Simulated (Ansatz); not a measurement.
```yaml
crystal:
  periodic: [false, false, false]
  atoms:
    - {symbol: F, position_ang: [-0.677263, 0.760756, -1.724400]}
    - {symbol: C, position_ang: [0.266101, 0.999773, -0.736842]}
    - {symbol: C, position_ang: [0.576061, -0.281549, -0.003824]}
    - {symbol: C, position_ang: [-0.609880, -0.837700, 0.744118]}
    - {symbol: F, position_ang: [-0.990531, 0.043170, 1.744874]}
    - {symbol: H, position_ang: [1.159308, 1.402349, -1.222291]}
    - {symbol: H, position_ang: [-0.145983, 1.752997, -0.060057]}
    - {symbol: H, position_ang: [0.925354, -1.033764, -0.718653]}
    - {symbol: H, position_ang: [1.394414, -0.095378, 0.699350]}
    - {symbol: H, position_ang: [-1.467288, -0.975521, 0.079998]}
    - {symbol: H, position_ang: [-0.364893, -1.792031, 1.218227]}
basis:
  gaussian: {orbitals: def2-TZVPP, final_grid: {core_spheres: 20, valence_spheres: 16, degree: 47}}
hamiltonian: {xc: {name: PBEsol}, dispersion: d3bjatm}
accuracy: high
kpoints: {mp_grid: {grid: [2, 2, 2]}}
output: {forces: true}
```

```sh
$ ansatz run in.yaml --threads 4 --pin off --events-out ev --progress --plain --max-ram 10444MiB
```

It prints (some lines left out):

```
Error: invalid value for `basis.gaussian`: such a run doesn't read kpoints; remove what it names
```

Problem. Something in this input is off. What?

Solution. The input holds a key that doesn't belong there. The program refused the input.
